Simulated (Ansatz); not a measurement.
Process, species as SMILES: ClCl (Cl2) → Cl2- (doublet, bonded as ClCl) (an electron is taken up)
B3LYP-D3(BJ)/def2-TZVP geometries, fixed; electronic energies without zero-point terms; positive where energy is released.

The adiabatic electron affinity at MP2 with Ansatz (a quantum-chemistry and plane-wave program), in eV, split into its Hartree-Fock and correlation parts. Cores are frozen. Open shells are unrestricted. No added dispersion term, no relativity. Functions are those of the species that has most.

```csv
basis,X,functions,Hartree-Fock,MP2
aug-cc-pV(D+d)Z,2,64,2.410,2.621
aug-cc-pV(T+d)Z,3,110,2.136,2.329
aug-cc-pV(Q+d)Z,4,178,2.119,2.327
```

Worked estimate of the basis-set limit from each neighbouring pair, with Hartree-Fock from the larger set and the correlation part extrapolated as X^-3.
Correlation parts: X = 2: 0.211, X = 3: 0.193, X = 4: 0.208.
- (2,3): (27·(0.193) - 8·(0.211))/19 = 0.185; with Hartree-Fock 2.136 the estimate is 2.321 eV.
- (3,4): (64·(0.208) - 27·(0.193))/37 = 0.219; with Hartree-Fock 2.119 the estimate is 2.338 eV.
The last two estimates differ by 0.017 eV; the largest set lies 0.011 from the last. Over the last step Hartree-Fock moves by -0.017 and the correlation part by 0.015.
